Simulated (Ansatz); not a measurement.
Elastic constant C44 (GPa) of solids drawn from the class of halides, at two levels: PBE (Ansatz, an electronic-structure program, plane waves, PAW), and LDA (Ansatz, plane waves, PAW).

```json
[
 {"solid": "cubic perovskite KMgF3", "PBE": "43.7", "LDA": "49.4", "shift (%)": "+13.0"},
 {"solid": "fluorite CdF2", "PBE": "15.9", "LDA": "25.4", "shift (%)": "+60"},
 {"solid": "rock-salt AgBr", "PBE": "7.48", "LDA": "7.43", "shift (%)": "-0.7"},
 {"solid": "fluorite SrCl2", "PBE": "8.42", "LDA": "11.6", "shift (%)": "+38"},
 {"solid": "rock-salt AgCl", "PBE": "6.30", "LDA": "4.49", "shift (%)": "-29"},
 {"solid": "cubic perovskite KZnF3", "PBE": "31.9", "LDA": "35.1", "shift (%)": "+10.0"},
 {"solid": "CsCl-type TlCl", "PBE": "5.29", "LDA": "14.6", "shift (%)": "+176"},
 {"solid": "CsCl-type TlBr", "PBE": "5.23", "LDA": "13.4", "shift (%)": "+156"}
]
```

The shifts run from -29 % to +176 %, with a median of +25 %.

Over all 8 rows LDA is the larger in 6.

Ansatz's runs of these crystals have no spin polarisation.

Spin–orbit coupling is left out, also for the solids with elements from indium on (CsCl-type TlCl, CsCl-type TlBr); its size isn't shown.

Each level is taken at its own relaxed cell. Ansatz's density-functional and Hartree–Fock values are scalar-relativistic unless marked +SOC, with PAW data made under PBE.
